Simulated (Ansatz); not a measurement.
HAl–C–O, triplet: the ladder up to UCCSDT(Q)

Geometry: that of the HAl–C–O, singlet, kept fixed.

```xyz
4

Al    0.0000   -0.1131    1.4061
C     0.0000    0.1892   -0.7758
O     0.0000   -0.0475   -1.8811
H     0.0000    1.5270    1.4628
```

Basis cc-pVDZ; Ansatz 0.2.0. Correlated methods freeze the noble-gas cores, which leaves 14 electrons in 44 orbitals. R marks a restricted (for open shells ROHF) determinant, U an unrestricted one. Active spaces: frontier = (10e, 10o) about the gap.

Full CI isn't at hand for all of this; UCCSDT(Q) serves as the reference, and is uncertain by about the last step of the cluster series. The frozen core follows each run's orbitals, which can shift R against U totals by a few meV.

For open shells CISD is restricted-active-space CI with the open shells as a complete middle space.

```
UHF ⟨S²⟩                          : 2.007
T1 diagnostic (RCCSD)             : 0.0276
largest doubles amplitude (RCCSD) : 0.054
T1 diagnostic (UCCSD)             : 0.0248
```

```json
{"level": "RHF", "E − E(UCCSDT(Q)) (kJ/mol)": "979.8", "share of correlation (%)": "0.00", "wall time": "–"}
{"level": "UHF", "E − E(UCCSDT(Q)) (kJ/mol)": "976.3", "share of correlation (%)": "0.36", "wall time": "–"}
{"level": "RMP2", "E − E(UCCSDT(Q)) (kJ/mol)": "93.0", "share of correlation (%)": "90.51", "wall time": "–"}
{"level": "UMP2", "E − E(UCCSDT(Q)) (kJ/mol)": "92.7", "share of correlation (%)": "90.54", "wall time": "–"}
{"level": "CISD", "E − E(UCCSDT(Q)) (kJ/mol)": "132.1", "share of correlation (%)": "86.52", "wall time": "5.5 s"}
{"level": "RCCSD", "E − E(UCCSDT(Q)) (kJ/mol)": "42.7", "share of correlation (%)": "95.64", "wall time": "–"}
{"level": "UCCSD", "E − E(UCCSDT(Q)) (kJ/mol)": "42.5", "share of correlation (%)": "95.66", "wall time": "–"}
{"level": "RCCSD(T)", "E − E(UCCSDT(Q)) (kJ/mol)": "6.6", "share of correlation (%)": "99.33", "wall time": "2.4 s"}
{"level": "UCCSD(T)", "E − E(UCCSDT(Q)) (kJ/mol)": "6.6", "share of correlation (%)": "99.33", "wall time": "2.5 s"}
{"level": "BCCD(T)", "E − E(UCCSDT(Q)) (kJ/mol)": "6.3", "share of correlation (%)": "99.36", "wall time": "2.9 s"}
{"level": "RCCSDT", "E − E(UCCSDT(Q)) (kJ/mol)": "3.7", "share of correlation (%)": "99.62", "wall time": "–"}
{"level": "UCCSDT", "E − E(UCCSDT(Q)) (kJ/mol)": "3.6", "share of correlation (%)": "99.63", "wall time": "–"}
{"level": "RCCSDT(Q)", "E − E(UCCSDT(Q)) (kJ/mol)": "0.5", "share of correlation (%)": "99.95", "wall time": "45 s"}
{"level": "CASSCF (frontier space)", "E − E(UCCSDT(Q)) (kJ/mol)": "612.2", "share of correlation (%)": "37.52", "wall time": "–"}
{"level": "NEVPT2 (frontier space)", "E − E(UCCSDT(Q)) (kJ/mol)": "149.9", "share of correlation (%)": "84.70", "wall time": "8.5 s"}
```

The correlation energy at UCCSDT(Q), counted from RHF, is -10.155 eV. That run took 36 s on 1 thread of Intel Xeon 6975P-C, shared host.

Times hold each run's SCF and search for its determinant on a shared host, so for small cases they say little of a method's own cost; they ran on 1 thread of Intel Xeon 6975P-C.
